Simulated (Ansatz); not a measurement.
Run this with Ansatz 0.2.0, Python API and show what comes out.

`dimer_h2o.py`:
```python
"""Interaction energy of two H2O molecules, with the counterpoise correction."""

import ansatz as az
import numpy as np

FIRST = [
    ("O", (-0.2948, 0.195, -0.1369)),
    ("H", (0.4671, 0.5603, 0.317)),
    ("H", (-0.1723, -0.7553, -0.1801)),
]
SECOND = [
    ("O", (-2.5582, -1.1685, -1.6806)),
    ("H", (-3.2516, -1.7646, -1.3911)),
    ("H", (-2.6482, -0.3592, -1.1736)),
]

def energy(atoms, ghosts=()):
    molecule = az.Crystal.molecule()
    for symbol, xyz in atoms:
        molecule = molecule.atom(symbol, xyz)
    calc = (
        molecule.calculation()
        .basis(gaussian="cc-pVDZ")
        .correlation("ccsd_t")
    )
    deck = calc.input()
    if ghosts:
        deck = deck.set(az.key.basis.gaussian.ghost_atoms, [{"symbol": s, "position_ang": list(xyz)} for s, xyz in ghosts])
    return az.Session.from_dict(deck).plan().execute().report["free_energy_ev"]

# monomers in their own basis and in the basis of the dimer
direction = np.array([-0.8441, -0.3286, -0.4237])
print("shift (A)   counterpoise-corrected interaction (eV)")
for shift in (-0.3, 0.0, 0.4, 1.0, 2.0):
    moved = [(s, tuple(np.round(np.array(xyz) + shift * direction, 4))) for s, xyz in SECOND]
    gain = energy(FIRST + moved) - energy(FIRST, moved) - energy(moved, FIRST)
    print(f"{shift:8.2f} {gain:14.3f}")
```

`python dimer_h2o.py` gives:
```text
shift (A)   counterpoise-corrected interaction (eV)
   -0.30         -0.062
    0.00         -0.073
    0.40         -0.056
    1.00         -0.031
    2.00         -0.012
```

The dimer is a generated trial pose of unrelaxed monomers, not a minimum, so the figure is no binding energy, and the basis set is small. Timing: 5.6 s on 1 thread of Arm Neoverse V1, with other jobs on the host, peak memory 0.17 GiB.
